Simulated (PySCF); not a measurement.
# Splitting trees

Numbering as in the mapped SMILES `[FH:1]` (H(Xn): hydrogen on atom n).

[PySCF 2.14: couplings computed with B3LYP/pcJ-1; geometry: PBE0-D3(BJ)/def2-SVP; shieldings: GIAO CAM-B3LYP/pcSseg-2; one computed conformer; no solvent; non-relativistic]

δ = σ(ref) − σ, references computed at the same level: 19F vs CFCl3; 1H against TMS.

Spectrometer: 500 MHz for 1H. First-order analysis; couplings under 1 Hz (under 4 Hz in carbon signals) are ignored, and nearly equal couplings are merged; the smaller ones broaden or split the lines further.

**Question.** What pattern does F1 show (19F)?

**Answer.** A doublet at δ -226.4: 364.8 Hz to H(F1) (1 × 1H, 1 bond away). Lines in Hz from the centre (relative intensity): +182.4 (1), -182.4 (1). The outer lines are 364.8 Hz apart, the sum of the couplings kept, or 0.775 ppm at this field.

**Question.** What pattern does H(F1) show (1H)?

**Answer.** A doublet at δ 2.32: 364.8 Hz to F1 (1 × 19F, 1 bond away). Lines in Hz from the centre (relative intensity): +182.4 (1), -182.4 (1). The outer lines are 364.8 Hz apart, the sum of the couplings kept, or 0.730 ppm at this field.
